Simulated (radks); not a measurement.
# P³⁺ in [He] 2s1.75 2p6 3s2 3p0.25: an all-electron calculation

One table from this session's results is given with a row withheld; the runs are named, their logs left out.

Program: radks (a radial shooting solver on a logarithmic mesh, Libxc functionals) version 1. Level of theory: scalar-relativistic Kohn-Sham, PBE, spin-polarised, spherical densities, point nucleus; open shells are filled with parallel spins first. These are calculated values, not measurements, unless marked.

## What is computed

| Item | Value |
| --- | --- |
| element | phosphorus (Z = 15) |
| charge | +3 |
| electrons | 12 |
| configuration | [He] 2s1.75 2p6 3s2 3p0.25 |

Set-up of the first run:

Settings of this run:

```text
Z 15
configuration [He] 2s1.75 2p6 3s2 3p0.25 4s0 3d0 4p0 4f0
relativity scalar-relativistic
functional pbe,pbe
spin polarised
nucleus point
c 137.035999084
```

Launch:

```bash
> python run_ks.py task.json out
```

The same process makes all the runs of this session.

One of the session's tables, all rows but one given; the rest of the session is left out.

It belongs to the step «Radial structure». From the orbitals of this run (lengths in bohr):

```
  level     <r>  outermost maximum (interpolated)  90 % within  nodes
  1s up  0.1036                            0.0676        0.185      0
1s down  0.1036                            0.0676        0.185      0
  2s up  0.5153                             0.417        0.808      1
2s down  0.5158                             0.417        0.809      1
  2p up  0.4788                             0.352        0.798      0
2p down  0.4791                             0.352        0.799      0
  3s up   1.644                              1.45         2.43      2
3s down   1.646                              1.45         2.44      2
  3p up   1.802                              1.57         2.71      1
3p down       ?                                 ?            ?      ?
  3d up   2.147                              1.77         3.35      0
3d down   2.161                              1.78         3.37      0
  4s up   3.662                              3.50         5.22      3
```

**Question.** Estimate the row for 3p down.

**Answer.** <r>: 1.807; outermost maximum (interpolated): 1.57; 90 % within: 2.72; nodes: 1. In the column «<r>» it lies between 3p up (1.802) and 3d up (2.147).
